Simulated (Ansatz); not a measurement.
Input file:

```yaml
crystal:
  periodic: [false, false, false]
  atoms:
    - {symbol: Hf, position_ang: [0.000000, 0.000000, 0.393300]}
    - {symbol: H, position_ang: [0.000000, 0.000000, -2.747700]}
    - {symbol: H, position_ang: [0.000000, 0.000000, 2.354400]}
basis:
  gaussian: {orbitals: def2-SVP}
magnetization: {spin_polarized: false, initial_magnetization: 4}
correlation: {method: sc_nevpt2, electrons: outside_noble_gas, active_space: {window: {electrons: 6, orbitals: 8}, shells: [{species: H, l: s, shell: 1}, {species: Hf, l: s, shell: 6}, {species: Hf, l: d, shell: 5}]}}
```

```sh
$ ansatz run in.yaml --threads 1 --pin off --events-out ev --progress --plain --max-ram 2393MiB
```

Question: Roughly how long does this take on 1 thread of Arm Neoverse V1, shared host, and how much host memory?

Answer: 3.8 s wall and 0.09 GiB.

```
759 factors; integrals over basis functions are off by at most 1.8e-7 eV
mean field evaluation 1: about -1314.8756 eV, gradient 1.1e1 eV
mean field evaluation 2: about -1314.8855 eV, gradient 1.1e1 eV
mean field evaluation 4: about -1316.6569 eV, gradient 2.3e0 eV
mean field evaluation 8: about -1316.8049 eV, gradient 2.4e-1 eV
mean field evaluation 16: about -1316.8912 eV, gradient 6.2e-1 eV
mean field evaluation 32: about -1316.8030 eV, gradient 4.9e-1 eV
mean field evaluation 64: about -1317.2027 eV, gradient 2.2e-4 eV
mean field evaluation 96: about -1317.2027 eV, gradient 3.0e-6 eV
mean field evaluation 128: about -1317.3436 eV, gradient 3.4e-1 eV
mean field evaluation 160: about -1316.3131 eV, gradient 7.0e-1 eV
mean field evaluation 192: about -1317.3444 eV, gradient 4.1e-1 eV
mean field evaluation 224: about -1317.0944 eV, gradient 2.6e0 eV
mean field evaluation 256: about -1316.6431 eV, gradient 2.3e0 eV
mean field -1317.34543265 eV, -48.4115517210 hartree, gradient 4.4e-6 eV, S^2 6.000000; 22 other end points of the search recorded, 0 dependent functions left out
reference -1317.34543265 eV, -48.4115517210 hartree; 9, 5 occupied and 33, 37 virtual orbitals, 759 factors
state -1317.80054357 eV, -48.4282767390 hartree
state -1317.80054357 eV, -48.4282767390 hartree; corrected -1318.50978596 eV, -48.4543409161 hartree
Total energy: -1318.50978596 eV, -48.4543409161 hartree
Checks for a lower state left out: starts, orbital_swaps
```
